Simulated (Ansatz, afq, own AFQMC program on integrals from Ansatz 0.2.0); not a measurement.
## ZrSiH₃, quartet: AFQMC among the cluster methods

```xyz
5

Zr    0.0002    0.0000    0.7001
Si    0.0039    0.0000   -1.9960
H    -1.4200    0.0000   -2.4751
H     0.6454    1.1943   -2.6364
H     0.6454   -1.1943   -2.6364
```

Connectivity, by distances: Zr–SiH3.

Basis def2-SVP with its core potentials. Only valence electrons are correlated. AFQMC by an in-house program on the Cholesky factors that Ansatz 0.2.0 writes for its CCSD(T) run. ph-AFQMC/CISD is guided by a CISD state made of CCSD amplitudes; releasing the constraint for a short imaginary time cuts its bias at the price of noise, slowly where states lie close. ± is one standard error of the sampling. No spin–orbit coupling. The metal's outer-core s and p shells are frozen, which shifts wave-function levels against functionals.

Determinant: UHF, the one that the program's search chose, which needn't be the lowest solution. The geometry is a PBE0/def2-TZVP stationary point of this or a neighbouring charge and spin state.

No full CI on the walks' own integrals is used here; CCSDT(Q) serves as the reference and is uncertain by about the last step of the cluster series.

Cautions: no spin-orbit coupling; outer-core shells of the metal frozen; higher spins were not checked.

The T1 diagnostic is 0.0283 and the weight of the determinant in the CISD state is 0.874. The ⟨S²⟩ of the determinant is 3.761 and the size of the correlated space is 11 electrons in 55 orbitals.

```tsv
level	correlation energy (eV)
MP2	-3.8304
CCSD	-4.7720
CCSD(T)	-4.9085
```

Task: Estimate where phaseless AFQMC with a CISD trial lies against CCSD(T) on the same integrals.

Result: 2.6 ± 0.3 kJ/mol below CCSD(T).

Reference: CCSDT(Q), correlation energy -4.951 eV. The released energy is read at 1.50 1/Eh (meV from the phaseless value at times in 1/Eh: -4 ± 3 at 0.24, -6 ± 3 at 0.50, -7 ± 3 at 1.00, -8 ± 3 at 1.50).

| level | E − E(reference) (kJ/mol) | share of correlation (%) |
| --- | --- | --- |
| CCSD(T) | 4.1 | 99.14 |
| CCSDT | 0.7 | 99.86 |
| ph-AFQMC/CISD | 1.5 ± 0.3 | 99.68 |
| released AFQMC | 0.8 ± 0.3 | 99.83 |

A walk keeps the symmetry of its determinant, which the program's search chose and which needn't be the lowest solution, so a lower state of the same spin and another symmetry isn't excluded. Released energies are given only where the last usable release times agree within the noise; a slower fall can still hide under it.
